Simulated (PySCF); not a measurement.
Gas-phase reaction: 3 H₂BNH₂ + 3 BCl₂ → 2 BCl₃.NH₃ + 4 BH + NH₂

Method: PySCF energies plus ideal-gas RRHO corrections (1 bar). † marks an energy on the PBE0/def2-TZVP geometry and frequencies; other levels use their own. MP2 freezes the core. 6-31G* has spherical d functions here. Open shells (unrestricted): BCl₂ (multiplicity 2), NH₂ (multiplicity 2); the rest are closed-shell singlets. B3LYP is the form with VWN-RPA correlation. Adducts (BCl₃.NH₃) have no counterpoise correction, and HF, PBE, BLYP, B3LYP and PBE0 lack dispersion. H₂BNH₂, BCl₃.NH₃: computed as isolated molecules; such fragments, hydroxides, amides, oligomers or adducts are transient or little studied in the gas. MP2 isn't extrapolated to the basis-set limit; its ΔH°(298 K) is 1326.1 kJ in def2-SVP and 1278.7 kJ in def2-TZVPP. The harmonic model lacks anharmonicity and excited electronic states, which grow with temperature; levels with a mode under 35 cm⁻¹ are left out. Internal rotation in BCl₃.NH₃ is treated as a harmonic vibration of one conformer, which makes the entropy rough.

```json
[
 {"level": "B3LYP/6-31G*", "ΔE electronic, kJ": "1373", "ΔH°(298 K), kJ": "1336", "ΔS°(298 K), J/K": "47", "ΔG°(1000 K), kJ": "1268"},
 {"level": "HF/6-31G*", "ΔE electronic, kJ": "1255", "ΔH°(298 K), kJ": "1221", "ΔS°(298 K), J/K": "40", "ΔG°(1000 K), kJ": "1159"},
 {"level": "MP2/def2-TZVPP†", "ΔE electronic, kJ": "1316", "ΔH°(298 K), kJ": "1279", "ΔS°(298 K), J/K": "48", "ΔG°(1000 K), kJ": "1208"},
 {"level": "PBE/def2-SVP", "ΔE electronic, kJ": "1460", "ΔH°(298 K), kJ": "1423", "ΔS°(298 K), J/K": "57", "ΔG°(1000 K), kJ": "1343"},
 {"level": "ωB97X-V/def2-TZVP†", "ΔE electronic, kJ": "1293", "ΔH°(298 K), kJ": "1256", "ΔS°(298 K), J/K": "48", "ΔG°(1000 K), kJ": "1185"}
]
```
ΔH° is lowest at HF/6-31G* and highest at PBE/def2-SVP. No reference value is set beside these.
